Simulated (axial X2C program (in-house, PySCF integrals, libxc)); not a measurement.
## BCl⁻: bond constants with and without spin–orbit coupling

All values were computed with an axial X2C code built on PySCF integrals. Spin-free means the one-electron spin-free X2C Hamiltonian; two-component (2c) means X2C with spin–orbit coupling and atomic mean-field two-electron Coulomb and Gaunt terms, so the difference of the two also holds small scalar two-electron terms. Basis: Cl dyall-av3z [9s8p3d2f], B dyall-av3z [8s7p3d2f] (cores contracted in-house); Gaussian nuclei, density fitting, unrestricted open shells. Masses: Cl 34.969 u, B 11.009 u.

State, spin-free: M_S = 1/2, Λ = 1 (beyond evenly filled blocks: π+α); electrons by block: σα: 7, σβ: 7, π+α: 3, π+β: 2, π-α: 2, π-β: 2. Fragments: Cl- + B.

State, 2c: Ω = 1/2 (⟨Sz⟩ = -0.50, ⟨Lz⟩ = 1.00 at PBE0); electrons by block: 1/2: 10, -1/2: 9, 3/2: 2, -3/2: 2. Fragments: Cl- + B.

```
Hamiltonian  level  Re (Å)  ωe (cm⁻¹)  ωexe (cm⁻¹)  Be (cm⁻¹)  De (eV)  μ (D)
         2c   PBE0   1.860      533.5         6.21     0.5819     1.79  -6.28
         2c   TPSS   1.860      528.0         7.68      0.582     1.68  -6.78
```

Spin-free values that have a 2c row agree with it to the digits that matter (0.001 Å, 0.01 eV) and are not repeated.

Dipoles are positive if B is the positive end and refer to the centre of mass.

The state is a single determinant with fixed occupations, the lowest that a limited PBE0 search found. Dissociation energies refer to the lowest single-determinant-based atoms at the same level and basis. Density functionals use the spin component along the axis (collinear). The highest occupied level is positive at some bond lengths even in Hartree–Fock (under at least one Hamiltonian), so the basis set holds the extra electron there; where that holds at Re the anion is at best weakly bound and its constants depend on the basis. The 2c atoms are single determinants rather than J levels; their spin–orbit lowering is only partly caught, and De is too large by that part. This holds for PBE0, TPSS. The functionals have no current-density term, which raises determinants with orbital currents, atoms included.

No reliable constants came from CCSD (2c), CCSD (spin-free), CCSD(T) (2c), CCSD(T) (spin-free), HF (2c), HF (spin-free), MP2 (2c), MP2 (spin-free): no minimum in range, unconverged points, a curve that is not smooth, a change of character along it, or the two Hamiltonians disagreeing along it.

Rough cost a point (2c) on 1 thread(s) of a shared host, integrals apart: PBE0 0.4 s, TPSS 0.5 s.

The whole task took 2.4 min on 1 thread of Intel(R) Xeon(R) Processor @ 2.30GHz (shared host).
